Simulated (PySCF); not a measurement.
## SMILES C(=CN)=C=CCl, C$_{4}$H$_{4}$ClN

Cartesian coordinates in Å; atom numbers follow the order of the lines, from 1:
```xyz
10

N    -2.230    0.537    0.171
C    -1.329   -0.491    0.242
C    -0.011   -0.367    0.239
C     1.241   -0.258    0.210
C     2.549   -0.153    0.182
Cl    3.362    1.373    0.165
H    -1.880    1.466    0.338
H    -3.153    0.362    0.528
H    -1.767   -1.486    0.252
H     3.215   -1.004    0.168
```

Theory: quadratic response CAM-B3LYP/def2-TZVPD first hyperpolarisability, Taylor convention, gas phase (PySCF). Geometry: PBE0-D3(BJ)/def2-TZVP.

Q: Give the tensor of the second harmonic β(−2ω;ω,ω) at 1907 nm in the axes of these coordinates.

A: In au, Taylor convention; rows are the first index (the induced dipole):
|  | xx | yy | zz | xy | xz | yz |
| --- | --- | --- | --- | --- | --- | --- |
| x | -29.7 | -4.2 | +3.8 | +187.5 | -19.9 | +0.5 |
| y | +178.4 | -5.4 | -3.6 | -3.6 | +0.4 | -2.3 |
| z | -19.2 | -2.3 | -5.1 | +0.5 | +4.5 | -3.5 |

Norm of βᵢ = ⅓ Σⱼ (βᵢⱼⱼ + βⱼᵢⱼ + βⱼⱼᵢ): 180.0 au, hyper-Rayleigh value 111.1 au.
